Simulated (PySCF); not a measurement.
Several species in one continuum solvent.

Level: CAM-B3LYP/def2-SVPD in PySCF, non-relativistic, each on one gas-phase PBE0-D3(BJ)/def2-SVP geometry that isn't relaxed in the solvent. The solvent is an IEF-PCM continuum (Bondi radii, 1.10 Å for H, scaled by 1.2). The model holds no explicit solvent molecules, cavitation or dispersion.

Problem. Order them by E(solvent) − E(gas) in chloroform (ε = 4.711), most negative first (kcal/mol).
A. boron monofluoride, `[B]F` [singlet]
B. 1-chloro-3-ethynylbenzene, `c1(Cl)cccc(C#C)c1`
C. `[CH3:1][P:2]([CH3:3])(=[O:4])[OH:5]` with C1–P2–O5–H -128°

Solution. C (-8.4), B (-3.0), A (-0.8).

```csv
SMILES,charge,ΔE (kcal/mol),polarisation term (kcal/mol),HOMO shift (eV),dipole gas (D),dipole solvent (D),atoms,"lowest singlet, gas (eV)","lowest singlet, solvent (eV)"
CP(C)(=O)O,0,-8.4,-9.3,-0.15,3.12,3.81,12,7.38,7.60
C#Cc1cccc(Cl)c1,0,-3.0,-3.2,+0.03,1.54,1.90,14,4.98,4.99
[B]F,0,-0.8,-0.9,0.00,0.98,1.13,2,6.21,6.06
```

The polarisation term is half the interaction of the solute with the induced surface charges. Singlets are vertical TDDFT energies (frozen core, non-equilibrium response), the lowest in each medium.
